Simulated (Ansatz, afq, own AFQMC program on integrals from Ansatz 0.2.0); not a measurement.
Two steps: Ansatz 0.2.0 writes the Fock matrix and Cholesky factors of the valence space, and afq projects on them the lowest state that overlaps trial and start.

```yaml
crystal:
  periodic: [false, false, false]
  atoms:
    - {symbol: Al, position_ang: [-0.027252, 0.027328, 0.027124]}
    - {symbol: H, position_ang: [0.922771, 0.978645, 0.977682]}
    - {symbol: H, position_ang: [-0.981062, -0.920049, 0.977825]}
    - {symbol: H, position_ang: [-0.974703, 0.977271, -0.927366]}
    - {symbol: H, position_ang: [1.762514, -1.767416, -1.754233]}
basis:
  gaussian: {orbitals: "6-31++G**"}
total_charge: -1
magnetization: {spin_polarized: false}
correlation: {method: ccsd_t, electrons: outside_noble_gas, hamiltonian_folder: ham}
```

```sh
$ ansatz run in.yaml --threads 1 --pin off --events-out ev --progress --plain --max-ram 1382MiB
```

afq runs on the folder ham with

```
--method phaseless --trial cisd --walkers 60 --populations 1 --least-time 40 --time-step 0.005 --steps-per-block 50 --equilibration-blocks 40 --max-blocks 300 --target-error 0.00068 --factor-cut 1e-05 --seed 6117 --release-times 0.24,0.51,0.99,1.62,2.4 --release-step 0.03 --release-every 4 --taylor-order 6
```

Times are imaginary, in 1/Eh. The walk had a cap of 1434 s.

```
orbitals 42  electrons 4 4  factors 308 of 407
reference energy -244.13906208 Eh
CCSD correlation -0.12408118 Eh in 12 cycles, weight of the determinant in the CISD state 0.8824
energy of the start -244.263143 Eh
 block  time / (1/Eh)  mean weight  energy / Eh
     1     0.250  1.0000  -244.262004
     2     0.500  1.0003  -244.261964
     3     0.750  1.0005  -244.262310
     4     1.000  0.9987  -244.262801
     5     1.250  1.0015  -244.263426
     9     2.250  0.9988  -244.265411
    21     5.250  1.0010  -244.265476
    41    10.250  1.0009  -244.266698
    61    15.250  0.9974  -244.268881
    81    20.250  0.9983  -244.268816
   101    25.250  1.0005  -244.265540
   121    30.250  0.9990  -244.265964
   136    34.000  1.0020  -244.269030
   141    35.250  0.9986  -244.264559
   161    40.250  0.9986  -244.266770
   176    44.000  1.0002  -244.262584
   181    45.250  1.0000  -244.265203
   196    49.000  1.0001  -244.264091
blocks merged  error / Eh  count
     1  0.000150  160
     2  0.000190  80
     4  0.000230  40
     8  0.000264  20
    16  0.000310  10
released: time / (1/Eh)  energy / Eh  error  mean overlap
  0.24  -244.266060  0.000301  0.9988
  0.51  -244.265889  0.000230  1.0055
  0.99  -244.266102  0.000242  0.9975
  1.62  -244.266398  0.000262  1.0010
  2.40  -244.266802  0.000460  0.9725
energy -244.265999 +/- 0.000264 Eh
(rows thinned)
```

(1) Estimate how long the walk took on 1 thread of Arm Neoverse V2, on a shared host.

The run passed its tests (sampling time, drift between the halves within three errors, error under three times the target), which doesn't prove that it has relaxed. The second half of the sampling lies above the first by 1.6 errors of their difference, so the energy may still be moving and its error bar be too small.

Against this walk (error 7.2 meV) on the same determinant: CCSD(T) 9.9 meV higher (within the noise), CCSDT(Q) 12.4 meV lower (within the noise). The error is statistical and leaves out the bias of the constraint. The released energies are still falling (meV from the phaseless value at times in 1/Eh: -2 ± 8 at 0.24, 3 ± 6 at 0.51, -3 ± 7 at 0.99, -11 ± 7 at 1.62, -22 ± 13 at 2.40), so they give no level.

Cautions: constraint bias not in the error; higher spins were not checked; restricted determinant unstable towards unrestricted (UHF 25 meV lower, ⟨S²⟩ 0.23); raised T1 diagnostic (T1 0.034, weight of the determinant 0.88, largest double 0.13); the bias of populations of 60 walkers isn't removed.

Results:

(1) 110 s of wall time.

CCSDT and higher add their correlation energy to the determinant of the CCSD(T) run, since their own runs factorise the integrals more tightly (a shift of under 2 meV). A walk keeps the symmetry of its determinant, which the program's search chose and which needn't be the lowest solution, so a lower state of the same spin and another symmetry isn't excluded.
